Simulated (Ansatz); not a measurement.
# B2SiH (quartet): from Hartree-Fock to the top rungs, def2-TZVPP

An exercise on one series of results from a longer session: the logs are not shown, and one member is left open.

Method: def2-TZVPP, core rule «outside noble gas», up to 7 orbitals frozen; program: Ansatz 0.2.0, Gaussian basis.

The runs, in order: UHF; ROHF; CCSD(T) on UHF.

**What is computed**

The geometry is a PBE0/def2-TZVP stationary point (not a proven minimum).

4 atoms, charge 0, spin multiplicity 4.

Atoms are counted from 1 here; the program's logs count them from 0.

Bond lengths: B1–Si2 1.995 Å, B1–B3 1.731 Å, Si2–B3 1.946 Å, B3–H4 1.188 Å. Angles: Si2–B1–B3 62.5°, B1–Si2–B3 52.1°, B1–B3–Si2 65.4°, B1–B3–H4 134.1°, Si2–B3–H4 160.5°.

The first run:

Contents of in.yaml:

```yaml
crystal:
  periodic: [false, false, false]
  atoms:
    - {symbol: B, position_ang: [0.000000, -1.102278, -0.760213]}
    - {symbol: Si, position_ang: [0.000000, 0.151019, 0.792273]}
    - {symbol: B, position_ang: [0.000000, 0.594686, -1.102049]}
    - {symbol: H, position_ang: [0.000000, 1.236325, -2.101784]}
basis:
  gaussian: {orbitals: def2-TZVPP}
magnetization: {spin_polarized: true, initial_magnetization: 3}
hamiltonian: {xc: hf}
output: {orbitals: {seedname: orbitals}}
```

Run with:

```sh
$ ansatz run in.yaml --threads 1 --pin off --events-out ev --progress --plain --max-ram 4096MiB --backend cpu
```

Steps of the session up to this table: UHF; ROHF; CCSD(T) on UHF.

One table of the session follows, with a row left open; its other results are not shown here.

| method | from UCCSD(T) (kJ/mol) |
| --- | --- |
| ROHF | +784.5 |
| UHF | +767.9 |
| UMP2 | +136.6 |
| UCCSD | ? |
| UCCSD(T) | 0 |

**Question.** Estimate the row for UCCSD.

As computed: from UCCSD(T) (kJ/mol): +45.0. In the column «from UCCSD(T) (kJ/mol)» it lies between UCCSD(T) (0) and UMP2 (+136.6).

With the free atoms at the same levels and basis (separate runs), the atomisation energy is 10.393 eV at UCCSD(T), 8.253 eV at ROHF.
